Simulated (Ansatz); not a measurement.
A made-up structure of BSiH4, doublet:

```xyz
6
angstrom
B 0.0034 0.8708 -0.0962
Si -0.0040 -1.0396 0.1148
H -0.8920 -1.6414 1.0453
H 0.8786 -1.8370 -0.6609
H 0.6838 1.4482 -0.8216
H -0.6721 1.5976 0.4851
```

It is relaxed with PBE-D4/def2-SVP and then PBE0-D4/def2-TZVP (Ansatz 0.2.0). Atoms count as bonded within 1.22 times the sum of their covalent radii (H–H: 0.88 Å). The end point is not checked to be a true minimum.

Does its bonding change? (A judgement: the text doesn't fix the answer.)

Computed: No: no bond forms or breaks.

Where it ends: The first stage lowers the energy by 0.34 eV in 4 steps. It ends as BSiH₄ ([BH2][SiH2]):
| atom | x (Å) | y (Å) | z (Å) |
| --- | --- | --- | --- |
| B1 | 0.0036 | 0.9394 | -0.1038 |
| Si2 | -0.0037 | -0.9710 | 0.1073 |
| H3 | -0.8818 | -1.7160 | 1.0434 |
| H4 | 0.8679 | -1.9091 | -0.6428 |
| H5 | 0.7504 | 1.4455 | -0.8862 |
| H6 | -0.7386 | 1.6097 | 0.5486 |

Labels in which every atom is bracketed show which atoms are joined, not bond orders.

For scale, one of the runs: PBE0-D4/def2-TZVP relaxation, 92 basis functions, launched by `ansatz run in.yaml --threads 2 --pin off --events-out ev --progress --plain --max-ram 4352MiB`. Hardware: 2 CPU threads of an Arm Neoverse V1, shared host. Wall time about 7.5 s.
